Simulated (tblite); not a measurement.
Species: silane, SiH₄.
InChI=1S/H4Si/h1H4

Computed values, GFN2-xTB/tblite, gas phase, harmonic and unscaled. The method is semi-empirical: single wavenumbers can be off by several per cent or more. Modes of hydrogen on silicon can be 10 to 20 % off.

Harmonic wavenumbers (cm⁻¹): 791.4, 792.0, 792.1, 802.9, 804.2, 2293.5, 2293.9, 2294.0, 2294.5.

A = 88172, B = 88149, C = 88077 MHz; mass 32.008 u (most abundant isotopes); point group Td, symmetry number 12.

Question: Zero-point energy?

Answer: Half the sum of the wavenumbers: 6579 cm⁻¹ = 78.71 kJ/mol.

Question: What is S at 400 K and 1 bar for an ideal gas of classical rigid rotors and harmonic oscillators?

Answer: Translation 158.19, rotation 53.31, vibration 9.72: S = 221.2 J/(mol K).

Question: And Cp and H(400 K) − H(0)?

Answer: Cp = 55.71 J/(mol K), of which vibrations give 22.46 (their classical limit is 9 R = 74.8); H(400 K) − H(0) = 16.21 kJ/mol without the zero-point energy, 2.91 from vibrations.

Question: How do the functions run with temperature in this model?

Answer: 
```json
{"T (K)": "150", "S (J/(mol K))": "179.1", "Cp (J/(mol K))": "34.4", "H − H(0) (kJ/mol)": "5.01", "G − H(0) (kJ/mol)": "-21.85", "ln q(vib)": "0.00"}
{"T (K)": "250", "S (J/(mol K))": "198.3", "Cp (J/(mol K))": "42.4", "H − H(0) (kJ/mol)": "8.81", "G − H(0) (kJ/mol)": "-40.76", "ln q(vib)": "0.05"}
{"T (K)": "298.15", "S (J/(mol K))": "206.1", "Cp (J/(mol K))": "47.1", "H − H(0) (kJ/mol)": "10.96", "G − H(0) (kJ/mol)": "-50.50", "ln q(vib)": "0.11"}
{"T (K)": "600", "S (J/(mol K))": "246.3", "Cp (J/(mol K))": "68.3", "H − H(0) (kJ/mol)": "28.69", "G − H(0) (kJ/mol)": "-119.11", "ln q(vib)": "0.82"}
{"T (K)": "900", "S (J/(mol K))": "276.8", "Cp (J/(mol K))": "81.7", "H − H(0) (kJ/mol)": "51.33", "G − H(0) (kJ/mol)": "-197.75", "ln q(vib)": "1.75"}
```

q(vib) and H(0) count from the zero-point level.

Question: Which modes carry the vibrational entropy at 400 K?

Answer: 791.4 cm⁻¹: 1.96; 792.0 cm⁻¹: 1.95; 792.1 cm⁻¹: 1.95; 802.9 cm⁻¹: 1.89; 804.2 cm⁻¹: 1.89; 2293.5 cm⁻¹: 0.02 J/(mol K); the other 3 give 0.06 together.

Question: What must be added to the electronic energy to get the Gibbs energy at 400 K and 1 bar?

Answer: ZPE + [H(400 K) − H(0)] − T·S = 78.71 + 16.21 − 88.49 = 6.43 kJ/mol.

Run on one thread, x86-64 server (shared host). This covers the Hessian and the dipole derivatives.
